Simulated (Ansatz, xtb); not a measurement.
## Two isomers of C4H10OS

Structure a: `CCOCCS`, a singlet. Structure b: `OCCCCS`, a singlet. Both are isolated molecules in the gas phase, relaxed with B3LYP-D3(BJ)/def2-SVP, each in the lowest conformer that the search found.

Quicker runs give these differences E(b) − E(a): GFN2-xTB −0.9 kcal/mol; HF/STO-3G +5.9 kcal/mol (at GFN2-xTB geometries); r2SCAN-D4/def2-SVP −2.0 kcal/mol (at GFN2-xTB geometries).

Estimate which is lower in electronic energy at CCSD(T)/def2-SVP + ΔMP2/def2-TZVPP, and by roughly how much.

The CCSD(T)/def2-SVP + ΔMP2/def2-TZVPP calculation puts structure b lower, by 4.9 kcal/mol.

The same difference at several levels:

```
                             level               geometry  E(b) − E(a) (kcal/mol)  departure from the last row (kcal/mol)  job, with rough time for the two
                          GFN2-xTB               GFN2-xTB                      −0.9                                    +3.9              optimisation, 0.09 s
                         HF/STO-3G               GFN2-xTB                      +5.9                                   +10.7               single point, 0.2 s
                r2SCAN-D4/def2-SVP               GFN2-xTB                      −2.0                                    +2.9               single point, 1.1 s
             B3LYP-D3(BJ)/def2-SVP  B3LYP-D3(BJ)/def2-SVP                      −2.0                                    +2.8                optimisation, 11 s
                       HF/def2-SVP  B3LYP-D3(BJ)/def2-SVP                      −1.4                                    +3.4           part of the CCSD(T) run
                      MP2/def2-SVP  B3LYP-D3(BJ)/def2-SVP                      −4.4                                    +0.5           part of the CCSD(T) run
                  CCSD(T)/def2-SVP  B3LYP-D3(BJ)/def2-SVP                      −3.4                                    +1.5                      single point
CCSD(T)/def2-SVP + ΔMP2/def2-TZVPP  B3LYP-D3(BJ)/def2-SVP                      −4.9                                                        single point, 17 s
```

As drawn, b has 1 C–C, 1 O–H in place of 1 C–O, 1 C–H.

HF/STO-3G puts the two in the other order. The largest departure from CCSD(T)/def2-SVP + ΔMP2/def2-TZVPP is that of HF/STO-3G, 10.7 kcal/mol. The last row adds to CCSD(T) the change of the MP2 difference between the two basis sets, here −1.5 kcal/mol.

With thermal terms from frequencies at re-optimised GFN2-xTB minima (ideal gas, soft modes damped towards free rotors, one conformer each, 298.15 K, 1 atm): on the last row, ΔE + ΔZPE = −4.3, ΔH = −4.4, ΔG = −4.3 kcal/mol.

The correlated steps freeze 10 core orbitals. Run with Ansatz 0.2.0, xtb 6.7.1; the last row on 4 threads of AMD EPYC 9R45 96-Core Processor (Zen 5) on a shared host.
